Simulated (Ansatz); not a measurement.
We consider hcp Ru, described by rVV10 (Ansatz, a quantum-chemistry and plane-wave program, plane waves, PAW).

Settings: plane-wave cutoff 520 eV, 24×24×14 k mesh (along the axes of the cell as run), Fermi–Dirac smearing 0.05 eV, no spin polarisation, scalar-relativistic PAW data made under PBE.

Shape and atoms are relaxed at each volume.

Pressure at four volumes; x = ln(V/14.131 Å³). One pressure is withheld.

| V (Å³/atom) | x | P (GPa) |
|---|---|---|
| 13.566 | -0.0408 | 13.31 |
| 14.131 | 0.0000 | 0.00 |
| 14.414 | 0.0198 | -5.57 |
| 14.696 | 0.0392 | ? |

Problem. Pass a parabola P(x) through the three rows shown, estimate the bulk modulus and its pressure derivative near zero pressure, and predict the withheld pressure.

Solution. Slopes between the rows: (0.00 − (13.31))/(0.0000 − (-0.0408)) = -326.23 and (-5.57 − (0.00))/(0.0198 − (0.0000)) = -281.31 GPa. Their difference over the span 0.0606 is c = 44.92/0.0606 = 741.3 GPa, so P(x) = 13.31 + (-326.23)(x − (-0.0408)) + 741.3 (x − (-0.0408))(x − (0.0000)). At the middle row B = −dP/dx = −[-326.23 + 741.3 × 0.0408] = 296.0 GPa, and B′ = dB/dP = 2c/B = 5.0. At x = 0.0392 the parabola gives -10.46 GPa; the run gives -10.52 GPa. The Birch–Murnaghan fit to the energies at all volumes has B0 = 295 GPa and B′ = 4.9.

Measured, for comparison: bulk modulus 318 GPa (zero-point energy and finite temperature contributions removed, our sources range from 318 to 336; as tabulated in doi:10.1021/acs.jctc.3c00612). Computed (rounded) less measured: bulk modulus -7 % (-7 % to -12 % over the range).

Note: the bulk modulus comes from volumes at which shape and atoms were relaxed.
